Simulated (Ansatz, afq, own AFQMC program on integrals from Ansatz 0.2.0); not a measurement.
**AlSi, quartet in cc-pVDZ, levels against full CI**

```
atom   x (Å)   y (Å)   z (Å)
  Si  0.0000  0.0000  0.0000
  Al  0.0000  0.0000  2.8890
```

Basis cc-pVDZ. Noble-gas cores (and the filled d shells of Ga–Kr and In–Xe) are frozen. AFQMC by an in-house program on the Cholesky factors that Ansatz 0.2.0 writes for its CCSD(T) run. ph-AFQMC/CISD is guided by a CISD state made of CCSD amplitudes; releasing the constraint for a short imaginary time cuts its bias at the price of noise, slowly where states lie close. ± is one standard error of the sampling.

Determinant: UHF, the one that the program's search chose, which needn't be the lowest solution. The geometry is a point of a scan.

Full CI on the same integrals is exact in this basis and with this determinant's frozen core.

Cautions: lower spins were not checked; raised T1 diagnostic (T1 0.044, weight of the determinant 0.85, largest double 0.07); the released energies are still falling, so no released level is given (meV from the phaseless value at times in 1/Eh: -3 ± 4 at 0.24, -7 ± 3 at 0.51, -13 ± 4 at 0.99, -21 ± 4 at 1.62, 24 ± 58 at 2.40); the ph-AFQMC/CISD walk drifts between its halves (2.4 errors).

- T1 diagnostic: 0.0440
- weight of the determinant in the CISD state: 0.847
- ⟨S²⟩ of the determinant: 3.772
- size of the correlated space: 7 electrons in 26 orbitals

| level | correlation energy (eV) |
| --- | --- |
| MP2 | -2.5598 |
| CCSD | -3.4264 |
| CCSD(T) | -3.5729 |

(1) Estimate where full CI lies against CCSD(T) on the same integrals.

(1) 6.5 kJ/mol below CCSD(T).

Reference: full CI, correlation energy -3.641 eV.

```json
{"level": "CCSD(T)", "E − E(reference) (kJ/mol)": "6.5", "share of correlation (%)": "98.14"}
{"level": "CCSDT", "E − E(reference) (kJ/mol)": "1.4", "share of correlation (%)": "99.60"}
{"level": "CCSDT(Q)", "E − E(reference) (kJ/mol)": "-0.1", "share of correlation (%)": "100.03"}
{"level": "CCSDTQ", "E − E(reference) (kJ/mol)": "0.0", "share of correlation (%)": "99.99"}
{"level": "ph-AFQMC/CISD", "E − E(reference) (kJ/mol)": "3.5 ± 0.3", "share of correlation (%)": "99.00"}
```

CCSDT and higher add their correlation energy to the determinant of the CCSD(T) run, since their own runs factorise the integrals more tightly (a shift of under 2 meV). A walk keeps the symmetry of its determinant, which the program's search chose and which needn't be the lowest solution, so a lower state of the same spin and another symmetry isn't excluded.
